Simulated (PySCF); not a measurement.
## Deuteron quadrupole couplings in `N[C@@H]1CC12CC2`

Species: C5H9N.
Z-matrix (Å and degrees, GFN2-xTB geometry), rows numbered from 1:
```
N 
C   1  1.4356
C   2  1.5117  1  119.44
C   3  1.4852  2   59.50  1  -112.67
C   4  1.4793  2  137.55  3  -128.29
C   4  1.4790  2  139.38  3   130.75
H   1  1.0148  2  110.08  3    36.51
H   1  1.0153  2  110.45  3   155.64
H   2  1.0854  1  111.21  3   141.88
H   3  1.0811  2  117.71  4   108.15
H   3  1.0801  2  118.51  4  -108.68
H   5  1.0811  4  118.84  6  -107.38
H   5  1.0819  4  118.78  6   107.33
H   6  1.0809  4  118.58  5   107.40
H   6  1.0810  4  118.76  5  -107.47
```

Level: B3LYP/pcJ-1 (PySCF, non-relativistic); Q(2H) = 0.00286 b; rigid geometry, the same for H and D, with no vibrational averaging.

Question: Rank these positions by the coupling χzz of a deuteron there, largest first.
A. H9 (methine hydrogen)
B. H15 (methylene hydrogen)
C. H7 (N–H hydrogen)

Answer: C (258 kHz), B (214 kHz), A (205 kHz).

Q: Tabulate Vzz, the asymmetry η and χzz = 234.96 MHz × Q × Vzz for every hydrogen position.

A: 
```csv
atom,bonded to,bond length (Å),Vzz (au),η,χzz (kHz)
H7,N1,1.015,0.3839,0.19,258
H8,N1,1.015,0.3844,0.18,258
H9,C2,1.085,0.3045,0.11,205
H10,C3,1.081,0.3180,0.08,214
H11,C3,1.080,0.3197,0.07,215
H12,C5,1.081,0.3172,0.07,213
H13,C5,1.082,0.3166,0.07,213
H14,C6,1.081,0.3176,0.07,213
H15,C6,1.081,0.3180,0.07,214
```

Q: Average by the element that carries the hydrogen.

A: on N: 258 kHz over 2 positions, mean bond length 1.015 Å; on C: 212 kHz over 7 positions, mean bond length 1.082 Å.

One conformer (not necessarily the lowest) at the GFN2-xTB geometry, without solvent, vibrations or thermal averaging. GFN2-xTB bond lengths can be off by several hundredths of an ångström, more for odd bonds, and the gradients follow them. With so small a basis the couplings can be 20 % off.

The run behind these numbers computed spin–spin couplings as well. On one thread of an Arm Neoverse N1, no GPU, on a shared host, this took 82 s of wall time.
